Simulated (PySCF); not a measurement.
# A small calculation by hand: entropy of an ideal gas

nitrogen trifluoride cation (F3N), SMILES FN(F)F (connectivity only; charge and spin as stated), charge +1, multiplicity 2.

Geometry optimised at PBE-D3(BJ)/def2-TZVP. The spin state was assumed, not searched.

PBE-D3(BJ)/def2-TZVP (PySCF) gives the harmonic wavenumbers 502, 502, 656, 942, 1150, 1150 cm⁻¹ and the rotational temperatures 0.5238, 0.5238, 0.2696 K. The molar mass is 71.00 g/mol, the symmetry number 3, the spin multiplicity 2.

Question: Work out the entropy at 298.15 K and 1 atm in the rigid-rotor, harmonic-oscillator model.

Answer: 
Translation (Sackur–Tetrode at 1 atm): S = R[1.5 ln M + 2.5 ln T − 1.16487] = 161.9 J/(mol K).
Rotation: q = (√π/σ) T^1.5/√(θA θB θC) = 11200, S = R[ln q + 3/2] = 90.0 J/(mol K).
Vibration: with u = 1.4388 ν/T, each mode gives R[u/(e^u − 1) − ln(1 − e^−u)]:
| ν (cm⁻¹) | modes | u | S (J/(mol K)) |
|---|---|---|---|
| 502 | 2 | 2.42 | 5.47 |
| 656 | 1 | 3.17 | 1.52 |
| 942 | 1 | 4.55 | 0.49 |
| 1150 | 2 | 5.55 | 0.43 |
These are all the modes. Sum 7.9 J/(mol K).
Spin: R ln 2 = 5.8 J/(mol K).
Total 265.6 J/(mol K); the program's own thermochemistry gives 265.6. Translation makes up 61 % and vibration 3 %. Anharmonicity, hindered rotation and orbital degeneracy are left out.
